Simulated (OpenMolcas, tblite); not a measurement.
Si2H5O (SMILES O[SiH][SiH3]): the vertical electron affinity, rung by rung

Si2H5O: 8 atoms, total charge 0, spin state doublet. SMILES: `O[SiH][SiH3]`. The coordinates come from a PBE0-D4/def2-TZVP relaxation. This is one conformer, not always the lowest.

Quantity: the vertical electron affinity (to the singlet anion), in eV. The values are calculated.

The electron affinity is E(neutral) − E(anion): positive where the electron is bound.

```tsv
level	kind	program	value (eV)
IPEA1-xTB	semi-empirical	tblite	6.88
UHF/def2-SVPD	Hartree–Fock	OpenMolcas	-0.43
USVWN5/def2-SVPD	LDA	OpenMolcas	0.88
U-revPBE/def2-SVPD	GGA	OpenMolcas	0.61
UM06-L/def2-SVPD	meta-GGA	OpenMolcas	0.61
UBHLYP/def2-SVPD	global hybrid	OpenMolcas	0.52
```

Where it was recorded, the anion's HOMO is positive in USVWN5/def2-SVPD, U-revPBE/def2-SVPD, UM06-L/def2-SVPD, UBHLYP/def2-SVPD: a fault of the level (basis or self-interaction), which says nothing on whether the real anion is bound. The values span -0.43 to 6.88 eV. The xTB values lack the empirical shift that such differences need.
